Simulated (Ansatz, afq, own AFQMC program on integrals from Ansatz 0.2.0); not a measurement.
# BH2O, doublet: AFQMC among the cluster methods

```json
{"atom": "B", "x (Å)": "0.0000", "y (Å)": "-0.1079", "z (Å)": "0.7611"}
{"atom": "O", "x (Å)": "0.0000", "y (Å)": "0.0846", "z (Å)": "-0.5579"}
{"atom": "H", "x (Å)": "0.0000", "y (Å)": "0.5371", "z (Å)": "1.7738"}
{"atom": "H", "x (Å)": "0.0000", "y (Å)": "-0.7218", "z (Å)": "-1.0814"}
```

Connectivity, by distances: BH–OH.

Basis cc-pVDZ. Only valence electrons are correlated. AFQMC by an in-house program on the Cholesky factors that Ansatz 0.2.0 writes for its CCSD(T) run. ph-AFQMC/CISD is guided by a CISD state made of CCSD amplitudes; releasing the constraint for a short imaginary time cuts its bias at the price of noise, slowly where states lie close. Free AFQMC starts from the CCSD state and is never constrained. Its projection time is finite, and what remains of the start isn't in its error. ± is one standard error of the sampling.

Determinant: UHF, the one that the program's search chose, which needn't be the lowest solution. The geometry is a point of a scan.

No full CI on the walks' own integrals is used here; CCSDT(Q) serves as the reference and is uncertain by about the last step of the cluster series.

- T1 diagnostic: 0.0170
- weight of the determinant in the CISD state: 0.911
- ⟨S²⟩ of the determinant: 0.753
- size of the correlated space: 11 electrons in 36 orbitals

Reference: CCSDT(Q), correlation energy -7.593 eV. The released energy is read at 2.40 1/Eh (meV from the phaseless value at times in 1/Eh: -1 ± 14 at 0.24, -10 ± 11 at 0.51, -11 ± 13 at 0.99, 4 ± 12 at 1.62, -1 ± 15 at 2.40).

| level | E − E(reference) (kJ/mol) | share of correlation (%) |
| --- | --- | --- |
| HF | 732.6 | 0.00 |
| MP2 | 65.5 | 91.06 |
| CCSD | 19.5 | 97.33 |
| CCSD(T) | 3.0 | 99.58 |
| CCSDT | 1.6 | 99.78 |
| ph-AFQMC/HF | -0.3 ± 5.3 | 100.04 |
| ph-AFQMC/CISD | -0.1 ± 1.3 | 100.01 |
| released AFQMC | -0.1 ± 1.4 | 100.02 |
| free AFQMC | 0.1 ± 1.7 | 99.99 |

Free projections are given only where their last times agree within the noise and don't stop above the reference; a slow remainder of the start can still hide under it. A walk keeps the symmetry of its determinant, which the program's search chose and which needn't be the lowest solution, so a lower state of the same spin and another symmetry isn't excluded. Released energies are given only where the last usable release times agree within the noise; a slower fall can still hide under it.
